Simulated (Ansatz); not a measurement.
# C₂H₄Cl+: functionals against CCSD(T) at one geometry

One table from this session's results is given with a row withheld; the runs are named, their logs left out.

Program: Ansatz 0.2.0, Gaussian basis. Level of theory: single points in def2-TZVPP. These are calculated values, not measurements.

Correlated methods freeze the cores.

## The system as given

SMILES `[CH2+]CCl`, 7 atoms, charge 1, spin multiplicity 1.

Atoms are counted from 1 here; the program's logs count them from 0.

Bond lengths: C1–C2 1.466 Å, C1–H4 1.110 Å, C1–H5 1.019 Å, C2–Cl3 1.728 Å, C2–H6 1.062 Å, C2–H7 1.056 Å. Angles: C2–C1–H4 121.2°, C2–C1–H5 121.2°, H4–C1–H5 116.6°, C1–C2–Cl3 117.8°, C1–C2–H6 101.1°, C1–C2–H7 115.0°, Cl3–C2–H6 110.9°, Cl3–C2–H7 110.4°, H6–C2–H7 99.5°.

As a file:

```xyz
7
charge 1, multiplicity 1
C    -0.7182   -0.0394   -0.4792
C     0.5148   -0.0497    0.3132
Cl    1.1525    1.4701    0.8320
H    -1.2127   -0.9853   -0.7856
H    -1.2495    0.8190   -0.6163
H     1.1839   -0.5342   -0.3548
H     0.5294   -0.7450    1.1082
```

Set-up of the first run:

File run/in.yaml:

```yaml
crystal:
  periodic: [false, false, false]
  atoms:
    - {symbol: C, position_ang: [-0.718200, -0.039400, -0.479200]}
    - {symbol: C, position_ang: [0.514800, -0.049700, 0.313200]}
    - {symbol: Cl, position_ang: [1.152500, 1.470100, 0.832000]}
    - {symbol: H, position_ang: [-1.212700, -0.985300, -0.785600]}
    - {symbol: H, position_ang: [-1.249500, 0.819000, -0.616300]}
    - {symbol: H, position_ang: [1.183900, -0.534200, -0.354800]}
    - {symbol: H, position_ang: [0.529400, -0.745000, 1.108200]}
basis:
  gaussian: {orbitals: def2-TZVPP}
total_charge: 1
correlation: {method: ccsd_t}
output: {forces: true}
```

No record of the launch command was kept for these runs.

Steps of the session up to this table: CCSD(T)/def2-TZVPP; PBE0-D4/def2-TZVPP; wB97M-V/def2-TZVPP; r2SCAN-D4/def2-TZVPP; PBE-D4/def2-TZVPP; BHLYP-D4/def2-TZVPP; LC-wPBE/def2-TZVPP.

One table of the session follows, with a row left open; its other results are not shown here.

```
   method  RMS force component (eV/Å)  angle to CCSD(T) forces (°)
  CCSD(T)                       1.483                    reference
  PBE0-D4                       1.601                          6.4
  wB97M-V                       1.518                          3.6
r2SCAN-D4                       1.576                          6.4
   PBE-D4                       1.652                          8.2
 BHLYP-D4                       1.413                          6.5
  LC-wPBE                           ?                            ?
```

Estimate the missing values for LC-wPBE.

The run gave: RMS force component (eV/Å): 1.587; angle to CCSD(T) forces (°): 6.6. In the column «RMS force component (eV/Å)» it lies between r2SCAN-D4 (1.576) and PBE0-D4 (1.601).
